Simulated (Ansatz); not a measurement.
Geometry optimisation, RKS r2SCAN/6-31G (Ansatz).

input.yaml

```yaml
crystal:
  periodic: [false, false, false]
  atoms:
    - { symbol: F, position_ang: [-1.3809, -0.3077, 1.1623] }
    - { symbol: C, position_ang: [-0.4321, 0.3429, 0.4759] }
    - { symbol: C, position_ang: [0.8425, -0.3776, 0.6535] }
    - { symbol: "N", position_ang: [1.1385, -0.6286, -0.5751] }
    - { symbol: C, position_ang: [-0.2122, -0.035, -0.9979] }
    - { symbol: H, position_ang: [-0.353, 1.432, 0.6909] }
    - { symbol: H, position_ang: [2.08224, -1.0651, -0.55441] }
    - { symbol: H, position_ang: [-0.0499, 0.8282, -1.6772] }
    - { symbol: H, position_ang: [-0.9182, -0.7366, -1.3484] }
basis:
  gaussian: { orbitals: "6-31G" }
hamiltonian:
  xc: r2scan
relax:
  f_tol: 0.02
  max_steps: 50
```

Command:

```bash
$ ansatz run input.yaml --threads 1 --pin off --max-ram 2048MiB --backend cpu --events-out ev --progress --plain --runs-dir out
```

Problem. Where does it end, and by what steps?

Solution. The forces met the threshold. Limits of this set-up: no polarisation functions. After 8 steps the energy has fallen by 1.924 eV; H7 moved furthest, 0.40 Å.

```json
{"step": "0", "energy less start (eV)": "0.0000", "largest force component (eV/Å)": "7.353", "accepted": "yes"}
{"step": "1", "energy less start (eV)": "-1.4088", "largest force component (eV/Å)": "1.658", "accepted": "yes"}
{"step": "2", "energy less start (eV)": "-1.8426", "largest force component (eV/Å)": "1.232", "accepted": "yes"}
{"step": "3", "energy less start (eV)": "-1.8714", "largest force component (eV/Å)": "0.836", "accepted": "yes"}
{"step": "4", "energy less start (eV)": "-1.9195", "largest force component (eV/Å)": "0.185", "accepted": "yes"}
{"step": "5", "energy less start (eV)": "-1.9227", "largest force component (eV/Å)": "0.122", "accepted": "yes"}
{"step": "6", "energy less start (eV)": "-1.9233", "largest force component (eV/Å)": "0.030", "accepted": "yes"}
{"step": "7", "energy less start (eV)": "-1.9236", "largest force component (eV/Å)": "0.028", "accepted": "yes"}
{"step": "8", "energy less start (eV)": "-1.9237", "largest force component (eV/Å)": "0.009", "accepted": "yes"}
```

```xyz
9
Properties=species:S:1:pos:R:3
F -1.582 -0.188 1.077
C -0.388 0.335 0.514
C 0.965 -0.419 0.908
N 1.137 -0.572 -0.432
C -0.138 -0.051 -0.981
H -0.352 1.410 0.720
H 1.928 -0.982 -0.917
H -0.044 0.755 -1.718
H -0.809 -0.836 -1.342
```

Run time: 36 s on 1 thread of Arm Neoverse V1, with other jobs on the host, peak memory 0.15 GiB.
